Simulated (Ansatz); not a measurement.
Basis-set extrapolation for C2H3NS, SMILES `C1=NCS1` (PBE0-D4/def2-TZVP geometry, frozen core, the Gaussian-basis code of Ansatz). Multiplicity 1, RHF reference.

```json
{"": "HF", "def2-TZVPP": "-529.466892", "def2-QZVPP": "-529.484087"}
{"": "MP2 correlation", "def2-TZVPP": "-0.694325", "def2-QZVPP": "-0.743913"}
{"": "CCSD(T) correlation", "def2-TZVPP": "-0.756587", "def2-QZVPP": "not run"}
```

Energies in hartree. Use E(X) = E(∞) + A·exp(−7.88·√X) for Hartree–Fock and E(X) = E(∞) + B·X^(−2.97) for correlation, with X = 3 and 4, and add CCSD(T) minus MP2 of the smaller set to the MP2 limit.

Problem. What is the CCSD(T) energy at the basis-set limit?

Solution. HF limit: -529.484087 + (-0.017195) × 0.13774 = -529.48646. MP2 limit: -0.743913 + (-0.049588) × 0.74074 = -0.78064. Higher-order term: -0.756587 − (-0.694325) = -0.06226. Total: -530.32936 hartree, 2.88 eV below CCSD(T)/def2-TZVPP.
